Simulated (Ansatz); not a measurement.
How the bulk modulus B0 of fluorite CdF2 moves with the method

No measured value is used here.

Problem. Put these levels in order of the bulk modulus B0 that they give for fluorite CdF2, smallest first: HSE06 (Ansatz, an electronic-structure program), PBE (Ansatz), r²SCAN (Ansatz).

Solution. PBE (93.5 GPa), HSE06 (104 GPa), r²SCAN (113 GPa)

Unless a cell is named, each level is at its own relaxed cell (PBE 13.72, r²SCAN 13.04, HSE06 13.25 Å³/atom).

Each level is taken at its own relaxed cell. Cutoffs and k meshes differ between the levels. Ansatz's density-functional and Hartree–Fock values are scalar-relativistic unless marked +SOC, with PAW data made under PBE.
